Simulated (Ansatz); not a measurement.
Mulliken charges of CH₄N₂S, SMILES `N=C(N)S` from PBE/def2-TZVPP in Ansatz (PBE0-D4/def2-TZVP geometry).

```tsv
atom	x (Å)	y (Å)	z (Å)	charge (e)
N1	-0.853	1.264	-0.416	-0.283
C2	-0.218	0.204	-0.147	0.115
N3	0.928	0.218	0.604	-0.259
S4	-0.731	-1.417	-0.699	-0.167
H5	-1.742	1.077	-0.866	0.151
H6	1.265	1.151	0.790	0.176
H7	1.642	-0.446	0.356	0.162
H8	-0.199	-2.108	0.323	0.105
```

Question: By hand: the dipole of these point charges (1 e Å = 4.8032 D).

Answer: Σ q r = (0.303, -0.082, 0.161) e Å, of length 0.353 e Å = 1.70 D.

Question: How does the dipole of the full density compare? (Best estimate.)

Answer: Ansatz gave: (0.359, -0.294, 0.109) e Å, 2.29 D; the point charges give 0.74 times that, at 27° from its direction.

Point charges leave out the atoms' own dipoles, such as those of lone pairs, and Mulliken's split depends on the basis, so the two needn't agree.
